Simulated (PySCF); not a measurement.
A complex of fluoride and dichloromethane

A gas-phase complex of fluoride and dichloromethane; charge -1, singlet. The structure comes from a short search (a few tight-binding starts) and was relaxed by PBE0-D3(BJ)/def2-SVPD; another way of binding may lie lower. No frequency run checks that it is a minimum.

| part | name | SMILES | atoms | charge | multiplicity |
| --- | --- | --- | --- | --- | --- |
| 1 | fluoride | [F-] | 1 | -1 | 1 |
| 2 | dichloromethane | ClCCl | 2–6 | 0 | 1 |

| atom | part | x (Å) | y (Å) | z (Å) |
| --- | --- | --- | --- | --- |
| F1 | 1 | 0.376 | -0.795 | 0.838 |
| Cl2 | 2 | -3.176 | -1.176 | 1.726 |
| C3 | 2 | -1.701 | -0.317 | 2.300 |
| Cl4 | 2 | -1.425 | -0.671 | 4.044 |
| H5 | 2 | -0.742 | -0.606 | 1.640 |
| H6 | 2 | -1.951 | 0.749 | 2.257 |

Contacts between parts, classed by geometry: H5···F1 1.389 Å (C–H hydrogen bond, 174°).

Interaction energies are complex less parts, with the parts frozen as they stand in it; counterpoise-corrected, in kcal/mol (PySCF). The CCSD(T) estimate is Hartree-Fock/aug-cc-pVTZ, plus the MP2 correlation part extrapolated as X⁻³ from aug-cc-pVDZ and aug-cc-pVTZ, plus CCSD(T) less MP2 in aug-cc-pVDZ; noble-gas cores are frozen. It isn't the exact limit.

Task: How strongly do the parts interact, level by level?

Result: 
```
                         level  interaction  superposition error removed
      Hartree-Fock/aug-cc-pVTZ       -27.45                            -
               MP2/aug-cc-pVTZ       -29.33                        -1.27
CCSD(T), estimated basis limit       -29.76                            -
```

Task: What holds them together? Decompose the MP2/aug-cc-pVTZ energy: frozen parts, their antisymmetrised product, then relaxation.

Result: electrostatic -47.9, Pauli repulsion +59.8, orbital relaxation -39.5, correlation -3.0 kcal/mol, which sum to the value before the counterpoise correction, the first three by Hartree-Fock. Of the attraction, 53 % is electrostatic, 44 % is orbital relaxation, 3 % is correlation.
